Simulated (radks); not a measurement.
# N²⁻ held by a Watson sphere

Aim: the size and levels of N²⁻ inside a shell of charge +2 and radius R, which stands for the Madelung well of a crystal, for several R.

Program: radks (a radial shooting solver on a logarithmic mesh, Libxc functionals) version 1. Level of theory: non-relativistic Kohn-Sham, r2SCAN, spin-polarised, spherical densities, point nucleus; open shells are filled with parallel spins first. These are calculated values, not measurements, unless marked.

### 1 The system

```
element       : nitrogen (Z = 7)
charge        : -2
electrons     : 9
configuration : [He] 2s2 2p5
```

Outer shells as boxes (Hund's rule):

N²⁻
```
[He] core
2s [↑↓]
2p [↑↓][↑↓][↑ ]
```

### 2 R = 1.99 bohr

The run's settings:

```text
Z 7
configuration [He] 2s2 2p5
relativity non-relativistic
functional r2scan,r2scan
spin polarised
nucleus point
watson charge 2 radius 1.99 bohr
```

### 3 R = 2.46 bohr

Input: that of step 2 with these lines changed.

```diff
@@ -6,2 +6,2 @@
 nucleus point
-watson charge 2 radius 1.99 bohr
+watson charge 2 radius 2.46 bohr
```

### 4 R = 3.2 bohr

Input: that of step 3 with these lines changed.

```diff
@@ -6,2 +6,2 @@
 nucleus point
-watson charge 2 radius 2.46 bohr
+watson charge 2 radius 3.2 bohr
```

### 5 R = 3.43 bohr

Input: that of step 4 with these lines changed.

```diff
@@ -6,2 +6,2 @@
 nucleus point
-watson charge 2 radius 3.2 bohr
+watson charge 2 radius 3.43 bohr
```

### 6 R = 3.57 bohr

Input: that of step 5 with these lines changed.

```diff
@@ -6,2 +6,2 @@
 nucleus point
-watson charge 2 radius 3.43 bohr
+watson charge 2 radius 3.57 bohr
```

### 7 R = 3.74 bohr

Input: that of step 6 with these lines changed.

```diff
@@ -6,2 +6,2 @@
 nucleus point
-watson charge 2 radius 3.57 bohr
+watson charge 2 radius 3.74 bohr
```

### 8 R = 3.76 bohr

Input: that of step 7 with these lines changed.

```diff
@@ -6,2 +6,2 @@
 nucleus point
-watson charge 2 radius 3.74 bohr
+watson charge 2 radius 3.76 bohr
```

### 9 R = 3.81 bohr

Input: that of step 8 with these lines changed.

```diff
@@ -6,2 +6,2 @@
 nucleus point
-watson charge 2 radius 3.76 bohr
+watson charge 2 radius 3.81 bohr
```

Before running it: what results should come out? Wanted: for each run, R; highest level; its <r>; sum of <r²>.

The runs gave:

```csv
R (bohr),highest level (eV),its <r> (bohr),sum of <r²> (bohr²)
1.99,-6.620,1.727,23.15
2.46,-5.348,1.890,26.90
3.2,-3.792,2.172,33.08
3.43,-3.413,2.277,35.17
3.57,-3.204,2.347,36.51
3.74,-2.972,2.442,38.23
3.76,-2.946,2.454,38.44
3.81,-2.883,2.484,38.97
```

In words: From R = 1.99 to 3.81 bohr the top level moves from -6.620 to -2.883 eV and its mean radius from 1.73 to 2.48 bohr. A wider sphere makes a shallower well, so the ion swells.
